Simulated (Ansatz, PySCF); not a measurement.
Breaking the Si1–H2 bond in SiH2 (SMILES [SiH2]) (multiplicity 1 held, fragments rigid). Energies count from the point at 1.523 Å.
Geometry at that point (charge 0, multiplicity 1):
```xyz
3

Si     0.01418    -0.00086     0.13210
H     -0.11228    -1.08498    -0.93044
H     -0.08619     1.09708    -0.91896
```

Restricted levels (R-, RO-) in cc, def2 and unpolarised 6-31G sets keep to the state of the molecule at rest. Unrestricted levels (U-) break spin symmetry where that is lower. Active spaces are followed from a long bond inwards. Left out are points that failed, MP2 points in a non-variational dive below the minimum, coupled-cluster points behind a sign of a changed root (a jump of the amplitudes, or a one-step jump against full CI or MRCI), small-basis points behind a change of solution, and semi-empirical points at long bonds. Levels need not reach the same state.

Correlated levels freeze the cores. Rows in 6-31G* carry no dispersion term and start afresh at each structure (6-31G* with six Cartesian d functions).

Programs: Ansatz (a quantum-chemistry and plane-wave program) with Gaussian orbitals; PySCF for 6-31G* rows. 

Energies in kcal/mol.

```tsv
R (Å)	R-HF/6-31G*	R-HF/cc-pV(T+d)Z	R-B3LYP/6-31G*	U-B3LYP/6-31G*	FIC-MRCISD+Q on CASSCF(2,2)/cc-pV(T+d)Z
1.219	26.9	25.5	28.0	28.0	25.8
1.371	4.7	4.5	5.7	5.7	4.9
1.523	0.0	0.0	0.0	0.0	0.0
1.676	4.4	4.1	2.9	2.9	3.4
1.828	13.1	12.5	10.1	10.1	10.8
2.056	29.3	28.3	23.8	23.8	24.5
2.285	46.0	44.9	37.9	37.9	38.2
2.666	71.9	70.2	59.1	58.3	56.6
3.046	94.1	91.3	76.1	76.1	68.1
3.503	115.8	111.4	91.2	74.6	74.8
4.113	137.6	131.1	104.3	left out	77.5
4.874	left out	147.7	left out	left out	78.2
```

Doubts at one or more of the structures used: a restricted determinant that unrestricted orbitals would lower (R-HF/6-31G*, R-HF/cc-pV(T+d)Z, R-B3LYP/6-31G*); a spin-contaminated determinant (U-B3LYP/6-31G*).
